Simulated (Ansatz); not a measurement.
```xyz
5

Si   -0.349    0.026    0.182
S     0.782    0.219   -1.570
S     1.699   -0.404    0.274
H    -1.301   -1.100    0.275
H    -0.830    1.259    0.839
```

The species carries charge 0 and has multiplicity 1.

(1) List the PBE0/def2-TZVPP orbital energies in eV (Ansatz 0.2.0). (Estimate.)

## Answers

(1) Computed: Occupied: -2423.02, -2423.02, -1804.01, -218.29, -218.29, -162.17, -162.17, -162.05, -162.05, -161.90, -161.90, -146.26, -100.97, -100.92, -100.86, -22.66, -17.70, -14.96, -11.19, -11.15, -10.01, -8.86, -8.71, -6.45. Lowest empty: -1.69, -0.88, 0.19, 0.79, 1.78, 3.19, 4.03, 4.28.
